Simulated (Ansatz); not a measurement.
Ansatz (a first-principles code) input file for C₄H₆, SMILES C=CC=C (connectivity only; charge and spin as stated), charge +1, multiplicity 2, PBE-D3(BJ)/def2-SVP. 

Ansatz 0.2 input:
```yaml
crystal:
  periodic: [false, false, false]
  atoms:
    - {symbol: C, position_ang: [0.00005520, -0.10279136, 1.84900418]}
    - {symbol: C, position_ang: [0.03592553, 0.39980726, 0.58749975]}
    - {symbol: C, position_ang: [-0.03592553, -0.39980726, -0.58749975]}
    - {symbol: C, position_ang: [-0.00005520, 0.10279136, -1.84900418]}
    - {symbol: H, position_ang: [0.14617436, -1.15380168, 2.06303910]}
    - {symbol: H, position_ang: [-0.17866747, 0.53864349, 2.70208526]}
    - {symbol: H, position_ang: [0.12126507, 1.47403218, 0.44498842]}
    - {symbol: H, position_ang: [-0.12126507, -1.47403218, -0.44498842]}
    - {symbol: H, position_ang: [0.17866747, -0.53864349, -2.70208526]}
    - {symbol: H, position_ang: [-0.14617436, 1.15380168, -2.06303910]}
basis:
  gaussian:
    orbitals: def2-SVP
hamiltonian:
  xc: pbe
  dispersion: d3bj
total_charge: 1
magnetization: {spin_polarized: true, initial_magnetization: 1}
relax: {f_tol: 0.002, max_steps: 200}
```

Program output:

```
WARN ansatz: RAYON_NUM_THREADS=1 ignored (pool sized by the plan → 1); use --threads N
Functional definition: PBE
integrals: 0.03 GiB planned
980 factors; their error is unknown
mean field: 0.25 GiB planned
mean field evaluation 1: about -4215.7780 eV, gradient 4.4e1 eV
mean field evaluation 2: about -4208.3592 eV, gradient 5.7e1 eV
mean field evaluation 4: about -4226.7816 eV, gradient 3.8e0 eV
mean field evaluation 8: about -4226.8106 eV, gradient 3.8e-2 eV
mean field evaluation 16: about -4226.8106 eV, gradient 7.2e-5 eV
mean field -4226.81059394 eV, -155.3324242921 hartree, gradient 7.2e-5 eV, S^2 0.758776; 0 other end points of the search recorded, 0 dependent functions left out
the calculation of the forces begins
reference -4226.81062594 eV, -155.3324254682 hartree; 15, 14 occupied and 71, 72 virtual orbitals, 980 factors
relax step   1: F+E_penalty+E_count = -4226.98442589 eV  Δ(F+E_penalty+E_count) = +0.000e0 eV  max|allowed force component| = 1.654e0 eV/Å  Δτ_max = 0.0000 Å  (30 SCF iters, accepted)
these checks for a lower state are left out or cut short: starts, cluster_reference, orbital_swaps, neighbouring_geometries, increment
integrals: 0.03 GiB planned
980 factors; their error is unknown
mean field: 0.25 GiB planned
mean field -4226.98847737 eV, -155.3389613878 hartree, gradient 1.6e-5 eV, S^2 0.759221; 0 other end points of the search recorded, 0 dependent functions left out
the calculation of the forces begins
reference -4226.98850948 eV, -155.3389625675 hartree; 15, 14 occupied and 71, 72 virtual orbitals, 980 factors
relax step   2: F+E_penalty+E_count = -4227.16120877 eV  Δ(F+E_penalty+E_count) = -1.768e-1 eV  max|allowed force component| = 8.773e-1 eV/Å  Δτ_max = 0.1345 Å  (36 SCF iters, accepted)
these checks for a lower state are left out or cut short: starts, cluster_reference, orbital_swaps, neighbouring_geometries, increment
integrals: 0.03 GiB planned
980 factors; their error is unknown
mean field: 0.25 GiB planned
mean field evaluation 32: about -4226.9868 eV, gradient 1.8e-5 eV
mean field -4226.98677797 eV, -155.3388989357 hartree, gradient 1.8e-5 eV, S^2 0.759980; 0 other end points of the search recorded, 0 dependent functions left out
the calculation of the forces begins
reference -4226.98681003 eV, -155.3389001139 hartree; 15, 14 occupied and 71, 72 virtual orbitals, 980 factors
relax step   3: F+E_penalty+E_count = -4227.15927403 eV  Δ(F+E_penalty+E_count) = +1.935e-3 eV  max|allowed force component| = 3.130e-1 eV/Å  Δτ_max = 0.0544 Å  (32 SCF iters, rejected (line search))
these checks for a lower state are left out or cut short: starts, cluster_reference, orbital_swaps, neighbouring_geometries, increment
integrals: 0.03 GiB planned
980 factors; their error is unknown
mean field: 0.25 GiB planned
mean field -4227.00409711 eV, -155.3395354026 hartree, gradient 2.0e-5 eV, S^2 0.759824; 0 other end points of the search recorded, 0 dependent functions left out
the calculation of the forces begins
reference -4227.00412919 eV, -155.3395365815 hartree; 15, 14 occupied and 71, 72 virtual orbitals, 980 factors
relax step   4: F+E_penalty+E_count = -4227.17679863 eV  Δ(F+E_penalty+E_count) = -1.559e-2 eV  max|allowed force component| = 7.034e-2 eV/Å  Δτ_max = 0.0272 Å  (33 SCF iters, accepted)
these checks for a lower state are left out or cut short: starts, cluster_reference, orbital_swaps, neighbouring_geometries, increment
integrals: 0.03 GiB planned
980 factors; their error is unknown
mean field: 0.25 GiB planned
mean field -4227.00445045 eV, -155.3395483873 hartree, gradient 1.5e-5 eV, S^2 0.759909; 0 other end points of the search recorded, 0 dependent functions left out
the calculation of the forces begins
reference -4227.00448246 eV, -155.3395495640 hartree; 15, 14 occupied and 71, 72 virtual orbitals, 980 factors
relax step   5: F+E_penalty+E_count = -4227.17715341 eV  Δ(F+E_penalty+E_count) = -3.548e-4 eV  max|allowed force component| = 6.665e-2 eV/Å  Δτ_max = 0.0178 Å  (34 SCF iters, accepted)
these checks for a lower state are left out or cut short: starts, cluster_reference, orbital_swaps, neighbouring_geometries, increment
integrals: 0.03 GiB planned
980 factors; their error is unknown
mean field: 0.25 GiB planned
mean field -4227.00518489 eV, -155.3395753778 hartree, gradient 2.3e-5 eV, S^2 0.759835; 0 other end points of the search recorded, 0 dependent functions left out
the calculation of the forces begins
reference -4227.00521691 eV, -155.3395765545 hartree; 15, 14 occupied and 71, 72 virtual orbitals, 980 factors
relax step   6: F+E_penalty+E_count = -4227.17802891 eV  Δ(F+E_penalty+E_count) = -8.755e-4 eV  max|allowed force component| = 1.093e-2 eV/Å  Δτ_max = 0.0068 Å  (26 SCF iters, accepted)
these checks for a lower state are left out or cut short: starts, cluster_reference, orbital_swaps, neighbouring_geometries, increment
integrals: 0.03 GiB planned
980 factors; their error is unknown
mean field: 0.25 GiB planned
mean field -4227.00528196 eV, -155.3395789451 hartree, gradient 6.7e-6 eV, S^2 0.759851; 0 other end points of the search recorded, 0 dependent functions left out
the calculation of the forces begins
reference -4227.00531399 eV, -155.3395801219 hartree; 15, 14 occupied and 71, 72 virtual orbitals, 980 factors
relax step   7: F+E_penalty+E_count = -4227.17806770 eV  Δ(F+E_penalty+E_count) = -3.879e-5 eV  max|allowed force component| = 5.001e-3 eV/Å  Δτ_max = 0.0018 Å  (25 SCF iters, accepted)
these checks for a lower state are left out or cut short: starts, cluster_reference, orbital_swaps, neighbouring_geometries, increment
integrals: 0.03 GiB planned
980 factors; their error is unknown
mean field: 0.25 GiB planned
mean field evaluation 64: about -4227.0529 eV, gradient 2.0e-1 eV
mean field -4227.00528042 eV, -155.3395788885 hartree, gradient 3.1e-5 eV, S^2 0.759847; 0 other end points of the search recorded, 0 dependent functions left out
the calculation of the forces begins
reference -4227.00531245 eV, -155.3395800653 hartree; 15, 14 occupied and 71, 72 virtual orbitals, 980 factors
relax step   8: F+E_penalty+E_count = -4227.17806912 eV  Δ(F+E_penalty+E_count) = -1.421e-6 eV  max|allowed force component| = 3.397e-4 eV/Å  Δτ_max = 0.0002 Å  (21 SCF iters, accepted)
integrals: 0.03 GiB planned
980 factors; their error is unknown
mean field: 0.25 GiB planned
mean field -4227.00528042 eV, -155.3395788885 hartree, gradient 3.1e-5 eV, S^2 0.759847; 1 other end points of the search recorded, 0 dependent functions left out
the calculation of the forces begins
reference -4227.00531245 eV, -155.3395800653 hartree; 15, 14 occupied and 71, 72 virtual orbitals, 980 factors
Total energy: -4227.17810114 eV, -155.3459299328 hartree
Atom 0 at    -0.012446    -0.101953     1.868531 Å, force     0.000078    -0.000104     0.000340 eV/Å
Atom 1 at    -0.012550     0.418532     0.571959 Å, force    -0.000080     0.000332     0.000302 eV/Å
Atom 2 at     0.012550    -0.418532    -0.571959 Å, force     0.000080    -0.000332    -0.000302 eV/Å
Atom 3 at     0.012446     0.101953    -1.868531 Å, force    -0.000078     0.000104    -0.000340 eV/Å
Atom 4 at     0.007382    -1.191393     2.045893 Å, force    -0.000031    -0.000066     0.000006 eV/Å
Atom 5 at    -0.032158     0.562478     2.748343 Å, force    -0.000016     0.000011    -0.000115 eV/Å
Atom 6 at    -0.032765     1.513952     0.431664 Å, force     0.000004     0.000145    -0.000044 eV/Å
Atom 7 at     0.032765    -1.513952    -0.431664 Å, force    -0.000004    -0.000145     0.000044 eV/Å
Atom 8 at     0.032158    -0.562478    -2.748343 Å, force     0.000016    -0.000011     0.000115 eV/Å
Atom 9 at    -0.007382     1.191393    -2.045893 Å, force     0.000031     0.000066    -0.000006 eV/Å
Dipole moment:    -0.000000     0.000000    -0.000000 e Å
```

Self-consistency was reached.

Cost: about 21 core-seconds (a rough figure).
